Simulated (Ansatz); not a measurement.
The inner images of a band of BClH2 + FH (6 atoms, charge 0, multiplicity 1) are given out of order.

Computed with Ansatz, RKS BHLYP-D4/6-31G*.

First end point:

```xyz
6
Properties=species:S:1:pos:R:3
B -0.001 0.168 0.124
Cl -0.015 0.668 1.835
H 1.039 0.183 -0.430
H -1.043 0.113 -0.425
F 0.070 -1.935 0.524
H 0.070 -1.927 1.453
```

Last end point:

```xyz
6
Properties=species:S:1:pos:R:3
B 0.011 -0.217 -0.796
Cl 0.034 -0.832 3.672
H 1.050 0.079 -1.283
H -1.050 0.015 -1.270
F 0.037 -0.857 0.361
H 0.037 -0.917 2.397
```

Problem. Put them in order from the first end to the last, with their energies above the first end.
A.
```xyz
6
Properties=species:S:1:pos:R:3
B 0.013 -0.248 -0.716
Cl 0.025 -0.574 3.490
H 1.049 0.154 -1.126
H -1.051 0.095 -1.108
F 0.046 -1.148 0.254
H 0.038 -1.008 2.288
```
B.
```xyz
6
Properties=species:S:1:pos:R:3
B 0.016 -0.321 -0.532
Cl 0.008 -0.065 2.881
H 1.050 0.204 -0.776
H -1.049 0.147 -0.758
F 0.054 -1.522 0.020
H 0.041 -1.172 2.246
```
C.
```xyz
6
Properties=species:S:1:pos:R:3
B 0.016 -0.372 -0.397
Cl 0.004 0.104 2.518
H 1.051 0.177 -0.569
H -1.050 0.113 -0.568
F 0.056 -1.643 -0.017
H 0.043 -1.108 2.114
```
D.
```xyz
6
Properties=species:S:1:pos:R:3
B 0.012 -0.221 0.005
Cl 0.001 0.207 2.021
H 1.043 0.141 -0.430
H -1.044 0.072 -0.425
F 0.061 -1.686 0.409
H 0.047 -1.242 1.501
```
E.
```xyz
6
Properties=species:S:1:pos:R:3
B 0.015 -0.282 -0.624
Cl 0.015 -0.309 3.220
H 1.049 0.192 -0.955
H -1.051 0.137 -0.930
F 0.052 -1.359 0.143
H 0.039 -1.109 2.225
```
F.
```xyz
6
Properties=species:S:1:pos:R:3
B 0.005 -0.024 0.115
Cl -0.007 0.436 1.909
H 1.039 0.140 -0.427
H -1.039 0.070 -0.423
F 0.064 -1.771 0.487
H 0.059 -1.580 1.420
```
G.
```xyz
6
Properties=species:S:1:pos:R:3
B 0.016 -0.363 -0.212
Cl 0.003 0.142 2.220
H 1.048 0.156 -0.450
H -1.049 0.086 -0.446
F 0.060 -1.667 0.168
H 0.042 -1.084 1.800
```

Solution. F (+0.12 eV), D (+0.60 eV), G (-0.25 eV), C (-0.57 eV), B (-0.61 eV), E (-0.62 eV), A (-0.63 eV).

Time of the run: 2.7 min on 1 thread of Arm Neoverse V1, on a shared host, peak memory 0.1 GiB.
